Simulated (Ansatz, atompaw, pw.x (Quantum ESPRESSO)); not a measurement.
# What a changed setting does to a pw.x run (bcc W)

Potential: PAW, atompaw 4.2.0.5, LDA (PW92); core [Kr] 4d10 4f14, reference 5s2 5p6 5d5 6s1 6p0; waves: 5s (bound): rc 1.30 bohr; 6s (bound): rc 1.38 bohr; 5p (bound): rc 1.75 bohr; 6p (bound, empty): rc 1.80 bohr; 5d (bound): rc 2.50 bohr; 5d channel at 1.7 Ry: rc 2.50 bohr; local part: bessel scheme, radius 2.30 bohr; core correction: smooth core density matched at 1.40 bohr; augmentation: sinc compensation charge, radius 2.35 bohr; PAW radius 2.50 bohr; waves and projectors: custom rrkj vanderbiltortho.

The reference run (k-mesh 15³, cutoffs 60/600 Ry, Fermi–Dirac 0.01 Ry, mixing_beta 0.4, conv_thr 1e-9, no spin) gives 1.70 GPa at 15.430 Å³/atom, where all-electron LAPW gives -0.34 GPa. This run, with its own iteration cap, changes k-mesh points per axis to 6.

```
&control
  calculation='scf', prefix='x', pseudo_dir='./', outdir='./tmp', tstress=.true., disk_io='none'
/
&system
  ibrav=0, nat=1, ntyp=1, ecutwfc=60, ecutrho=600, nbnd=15,
  occupations='smearing', smearing='fd', degauss=0.01
/
&electrons
  conv_thr=1e-09, mixing_beta=0.4, electron_maxstep=70
/
ATOMIC_SPECIES
W 1.0 W.UPF
CELL_PARAMETERS angstrom
  -1.56832228 1.56832228 1.56832228
  1.56832228 -1.56832228 1.56832228
  1.56832228 1.56832228 -1.56832228
ATOMIC_POSITIONS crystal
W 0.0000 0.0000 0.0000
K_POINTS automatic
6 6 6 0 0 0
```

```bash
pw.x < W.scf.in > W.scf.out
```

Task: How does the run end?

Result: It converges in 9 iterations; the free energy moves by -64.9 meV/atom and the pressure by -1.87 GPa.

```
Message from routine setup:
     using ibrav=0 with symmetry is DISCOURAGED, use correct ibrav instead
     lattice parameter (alat)  =       5.1333  a.u.
     unit-cell volume          =     104.1268 (a.u.)^3
     number of electrons       =        14.00
     number of Kohn-Sham states=           15
     kinetic-energy cutoff     =      60.0000  Ry
     charge density cutoff     =     600.0000  Ry
     scf convergence threshold =      1.0E-09
     Exchange-correlation= SLA PW NOGX NOGC
     number of k points=    16  Fermi-Dirac smearing, width (Ry)=  0.0100
     iteration #  1     ecut=    60.00 Ry     beta= 0.40
     total energy              =    -741.51497676 Ry
     estimated scf accuracy    <       0.07878510 Ry
     iteration #  2     ecut=    60.00 Ry     beta= 0.40
     total energy              =    -741.51686133 Ry
     estimated scf accuracy    <       0.01650026 Ry
     iteration #  3     ecut=    60.00 Ry     beta= 0.40
     total energy              =    -741.52037750 Ry
     estimated scf accuracy    <       0.00412118 Ry
     iteration #  4     ecut=    60.00 Ry     beta= 0.40
     total energy              =    -741.52037567 Ry
     estimated scf accuracy    <       0.00120213 Ry
     iteration #  5     ecut=    60.00 Ry     beta= 0.40
     total energy              =    -741.52047422 Ry
     estimated scf accuracy    <       0.00000638 Ry
     iteration #  6     ecut=    60.00 Ry     beta= 0.40
     total energy              =    -741.52048618 Ry
     estimated scf accuracy    <       0.00000093 Ry
     iteration #  7     ecut=    60.00 Ry     beta= 0.40
     total energy              =    -741.52048611 Ry
     estimated scf accuracy    <       0.00000040 Ry
     iteration #  8     ecut=    60.00 Ry     beta= 0.40
     total energy              =    -741.52048612 Ry
     estimated scf accuracy    <       0.00000002 Ry
     iteration #  9     ecut=    60.00 Ry     beta= 0.40
     the Fermi energy is    21.5700 ev
!    total energy              =    -741.52048613 Ry
     estimated scf accuracy    <          6.1E-10 Ry
     smearing contrib. (-TS)   =      -0.00239393 Ry
     The total energy is F=E-TS. E is the sum of the following terms:
     one-electron contribution =      -8.02858001 Ry
     hartree contribution      =      22.92217126 Ry
     xc contribution           =     -22.15955184 Ry
     ewald contribution        =    -120.33772921 Ry
     one-center paw contrib.   =    -613.91440239 Ry
     convergence has been achieved in   9 iterations
          total   stress  (Ry/bohr**3)                   (kbar)     P=       -1.69
     Message from routine punch:
     Nothing written, as per user request (disk_io='none')
```

The run took about 8.7 s on one core of a shared host (Intel(R) Xeon(R) Platinum 8488C, 96 threads, 372 GiB, load 71).
